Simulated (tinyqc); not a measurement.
Stretching all distances: RHF, UHF, MP2, CISD and CCSD against full CI in the sto-6g basis, for H2O, spin multiplicity 1. Computed by the program tinyqc with PySCF. 

Geometry (angstrom):

| atom | x | y | z |
|---|---|---|---|
| O | 0.0000 | 0.0000 | 0.0000 |
| H | 0.0000 | 0.6370 | 0.6170 |
| H | 0.0000 | -0.7060 | 0.6840 |

All coordinates are multiplied by the scale. c0^2 is the weight of the RHF determinant in the lowest singlet FCI state (UHF is spin-contaminated and may lie near states of higher spin) and n(LUMO) the first natural occupation beyond the occupied space.

Full CI energy (hartree) and errors against it (kcal/mol):

| scale | distance 1-2 (angstrom) | E(FCI) | RHF | UHF | MP2 | CISD | CCSD | <S^2> UHF | c0^2 | n(LUMO) |
|---|---|---|---|---|---|---|---|---|---|---|
| 0.8600 | 0.7627 | -75.589095 | 22.3503 | 22.3503 | 5.5610 | 0.1830 | 0.0379 | 0.0000 | 0.9851 | 0.0176 |
| 1.1000 | 0.9755 | -75.732780 | 39.3593 | 39.3593 | 11.3092 | 0.7600 | 0.0983 | 0.0000 | 0.9620 | 0.0457 |
| 1.3500 | 1.1972 | -75.682552 | 67.0514 | 65.7763 | 21.0971 | 2.9682 | 0.3144 | 0.1901 | 0.9093 | 0.1121 |
| 1.6000 | 1.4189 | -75.596508 | 106.7535 | 60.5692 | 35.0591 | 9.1318 | 0.6861 | 1.1905 | 0.8110 | 0.2389 |
| 1.8400 | 1.6318 | -75.529608 | 155.9477 | 34.7179 | 51.3153 | 20.8114 | -0.1888 | 1.6590 | 0.6684 | 0.4203 |
| 2.0800 | 1.8446 | -75.489882 | 210.9161 | 15.5886 | 82.4177 | 39.7777 | -1.9411 | 1.8561 | 0.4517 | 0.6174 |

UHF parts from RHF first at scale 1.35 of those listed, where <S^2> leaves zero. The weight c0^2 goes from 0.99 to 0.45 and n(LUMO) from 0.02 to 0.62: static correlation grows as the bonds break into open-shell fragments. The spread of the error along the curve, which distorts its shape, is CCSD 2.6, CISD 39.6, UHF 50.2, MP2 76.9, RHF 188.6 kcal/mol. Below FCI somewhere: CCSD, as non-variational methods may be.
